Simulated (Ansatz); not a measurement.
Cs2AgBiBr6 (Fm-3m, No. 225)

All values below come from HSE06 in Ansatz (plane waves, PAW).

Run with plane-wave cutoff 460 eV, 4×4×4 k mesh, Fermi–Dirac smearing 0.01 eV, no spin polarisation, scalar-relativistic PAW data made under PBE.

Cell (measured lattice):

```cif
data_Ag4Bi4Br24Cs8
_chemical_formula_sum 'Bi4 Ag4 Cs8 Br24'
_space_group_name_H-M_alt 'Fm-3m'
_space_group_IT_number 225
_space_group_name_Hall '-F 4 2 3'
_cell_length_a 11.23220
_cell_length_b 11.23220
_cell_length_c 11.23220
_cell_angle_alpha 90.000
_cell_angle_beta 90.000
_cell_angle_gamma 90.000
loop_
_atom_site_label
_atom_site_type_symbol
_atom_site_symmetry_multiplicity
_atom_site_Wyckoff_symbol
_atom_site_fract_x
_atom_site_fract_y
_atom_site_fract_z
_atom_site_occupancy
Bi1 Bi 4 a 0.00000 0.00000 0.00000 1
Ag1 Ag 4 b 0.50000 0.50000 0.50000 1
Cs1 Cs 8 c 0.25000 0.25000 0.25000 1
Br1 Br 24 e 0.00000 0.00000 0.25055 1
```
(The calculation used a cell of 10 atoms; values per cell refer to that cell.)

- band gap = 2.13 eV (on the SCF k mesh)
- smallest direct gap on the k points sampled = 3.35 eV
- Γ–Γ gap = 4.05 eV

Note: cell and atoms aren't relaxed at this level (largest force component 0.10 eV/Å, pressure 1.3 GPa).

Spin–orbit coupling is not included; with these elements it can move the gap by several tenths of an eV or more.

Computed values are for the static lattice.

Ansatz is a first-principles code.
